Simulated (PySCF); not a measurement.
**LiO: frontier orbitals**

HSE06 at R = 1.716 Å; basis Li aug-pcseg-1, O aug-pcseg-1; no relativity; PySCF 2.14. State: ²Π (doublet), unpaired electrons π ↑. Only the outer orbitals are listed, counted within each symmetry.

```tsv
spin	orbital	occ.	ε (eV)	on Li (%)	main shells (%)
α	2σ	1	-54.59	99	99 Li s
α	3σ	1	-22.92	3	97 O s
α	1π	1	-8.05	1	98 O p
α	4σ	1	-6.57	7	92 O p
α	1π	1	-6.14	2	97 O p
α	5σ	0	-1.46	105	88 Li s, 17 Li p
α	2π	0	0.08	108	108 Li p
α	2π	0	0.12	108	108 Li p
β	2σ	1	-54.59	99	99 Li s
β	3σ	1	-20.67	3	96 O s
β	4σ	1	-5.88	8	91 O p
β	1π	1	-5.41	3	96 O p
β	1π	0	-2.04	15	84 O p, 15 Li p
β	5σ	0	-1.45	105	86 Li s, 19 Li p
β	2π	0	0.09	108	108 Li p
```

Which are the highest filled and the lowest empty level, where do they sit, and how wide is the gap?

Highest filled β 1π at -5.41 eV (in %: 96 O p); lowest empty β 1π at -2.04 eV (in %: 84 O p, 15 Li p); the gap at HSE06 is 3.37 eV. Both belong to one degenerate shell, split only by its one-sided filling, so this is no excitation gap.

```json
{
 "bond order (Mayer)": "0.52",
 "⟨S²⟩": "0.754",
 "charge on Li (Mulliken, basis-dependent)": "0.74",
 "charge on Li (Löwdin, basis-dependent)": "0.70",
 "dipole moment (positive dipole means Li(−)O(+))": "-6.63 D"
}
```

Shares are Mulliken populations and can fall outside 0 to 100 %.

The state was picked by a PBE0 search and need not be the measured ground state.
